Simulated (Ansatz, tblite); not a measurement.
Cost and result up the ladder for the cluster Li₃H₃⁻ (6 atoms). Total charge -1; doublet. Geometry: PBE-D4/def2-TZVPD.

```xyz
6

Li    0.134   -1.467    0.984
Li   -0.656    1.459    0.762
Li    0.310    0.011   -0.958
H     0.595    0.236    0.985
H    -0.635    1.526   -1.012
H     0.252   -1.765   -0.762
```

Ansatz on 4 threads of Arm Neoverse V1 on a shared host; xTB runs through tblite on one thread. Times are rough, summed over both states, and most runs start from the orbitals of an earlier one. CCSD(T)/def2-TZVPPD serves as the yardstick here, not as an exact answer. The other state is a singlet.

The xTB rows come from tblite. Correlated methods freeze no core orbitals; core or outer-core shells of Li are correlated, in sets that lack core-valence functions. The structure comes from a short search, and lower isomers may exist.

Correlated methods converge slowly with the basis.

Raw xTB energies of ions are shifted by several eV, and xTB has no spin-polarisation term.

```tsv
level	functions	wall time	vertical IE (eV)	difference from CCSD(T)/def2-TZVPPD (eV)	remarks
GFN1-xTB	18	0.004 s	6.76	6.67	–
GFN2-xTB	15	0.004 s	2.66	2.57	–
PBE-D4/def2-TZVPD	78	1.1 s	0.42	0.33	HOMO above zero (-1 doublet)
PBE0-D4/def2-TZVPD	78	2.1 s	0.35	0.26	HOMO above zero (-1 doublet)
r2SCAN-D4/def2-TZVPD	78	2.3 s	0.25	0.17	HOMO above zero (-1 doublet)
CCSD(T)/def2-TZVPPD	117	9.8 s	0.08	0.00	–
```
